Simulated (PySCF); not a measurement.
Species: CS.
Numbering: `[C-:1]#[S+:2]`

Cartesian coordinates in Å at the GFN2-xTB level; atoms count from 1:
```xyz
2
CS angstrom
C      0.7620   -0.0034   -0.0023
S     -0.7592    0.0046   -0.0119
```

Theory: TDDFT PBE0/def2-SVPD, vertical, gas phase, core orbitals frozen in the response in PySCF 2.14.0, density-fitted response routines.

Transition dipole moments from the ground state, in atomic units and in the frame of the coordinates above (overall signs are arbitrary), for the states with f of 0.002 or more among the lowest 8:

```csv
state,E (eV),μx,μy,μz
S1,4.846,0.002,0.198,-0.104
S2,4.846,0.001,-0.104,-0.198
S6,8.397,0.262,-0.001,0.002
S7,8.715,0.410,-0.002,0.003
S8,9.357,1.675,-0.009,0.011
```

(1) Work out the oscillator strengths.

(2) Label these states by symmetry in C∞v.

(3) What angle do the transition dipoles of S6 and S7 make?

(4) What peak molar absorption coefficient would the strongest computed level give as a lone Gaussian band 0.5 eV wide at half height?

Answers

(1) f = (2/3) ΔE |μ|² with ΔE in hartree (27.2114 eV).

| state | \|μ\|² (au) | \|μ\| (D) | f |
| --- | --- | --- | --- |
| S1 | 0.050 | 0.57 | 0.006 |
| S2 | 0.050 | 0.57 | 0.006 |
| S6 | 0.069 | 0.67 | 0.014 |
| S7 | 0.168 | 1.04 | 0.036 |
| S8 | 2.806 | 4.26 | 0.643 |

(2) The ground state is totally symmetric, so the direction of μ fixes the label. Polarised along the molecular axis, so Σ+: S6, S7 and S8. Polarised across the molecular axis, so Π: S1 and S2.

(3) |cos θ| = |μa·μb| / (|μa| |μb|) = 1.00, so θ ≈ 0° (taken between 0 and 90°, since the signs are arbitrary).

(4) ε(max) = 2.175×10⁸ f / FWHM, with the width in cm⁻¹. S8: 2.175×10⁸ × 0.6434 / 4033 ≈ 35000 L mol⁻¹ cm⁻¹.

S1/S2 coincide within about 0.01 eV; within a degenerate level the directions of the single components are arbitrary.
